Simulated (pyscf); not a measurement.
This saddle point was located with ωB97X-D3(BJ)/def2-SVP in PySCF.

```xyz
8

O     -1.2654     0.0811     0.2041
In     0.6064     1.1146     0.2969
Cl     0.6717     2.8625     1.8172
Cl     1.6834     1.1620    -1.7543
H     -1.5889    -0.2575    -0.6402
O      0.6092    -0.7962     1.2597
H     -0.5282    -0.6727     0.8247
H      0.6813    -0.8525     2.2207
```
Charge 0, spin multiplicity 1.

Surface: singlet, charge 0. Lowest wavenumbers (cm⁻¹): 960i, 91, 101, 105, 118.

**Question.** What reaction is this the transition state of?

**Answer.** H₂O (SMILES O) + HO–In(Cl)–Cl (SMILES [OH][In]([Cl])[Cl]) ⇌ HO–In(Cl)–Cl (SMILES [OH][In]([Cl])[Cl]) + H₂O (SMILES O), a four-centre exchange read from left to right: H–O, In–O broken and In–O, H–O formed. At ωB97M-D3(BJ)/def2-TZVP it lies -12.9 kcal/mol from the left side and -12.9 kcal/mol from the right (each side as separated species at their lowest minima found). On the reactant side the descent ends in an adduct with a In–O contact, 22.1 kcal/mol under the separated species and 7.6 kcal/mol under the saddle at ωB97X-D3(BJ)/def2-TZVP. On the product side the descent ends in an adduct with a In–O contact, 22.1 kcal/mol under the separated species and 7.6 kcal/mol under the saddle at ωB97X-D3(BJ)/def2-TZVP. At ωB97M-D3(BJ) the saddle lies under the separated reactants, which points to a path from their complex (located at ωB97X-D3(BJ) alone). At ωB97M-D3(BJ) the saddle lies under the separated products, which points to a path from their complex (located at ωB97X-D3(BJ) alone). What is counted as formed (In–O) is already present as a longer contact in the reactant adduct; forming that adduct is a step of its own. What is counted as broken (In–O) persists as a longer contact in the product adduct; parting that adduct is a step of its own. This is the saddle that the search found; another between the same sides may lie lower. Elements past Kr carry the def2 core potentials, without spin-orbit coupling.
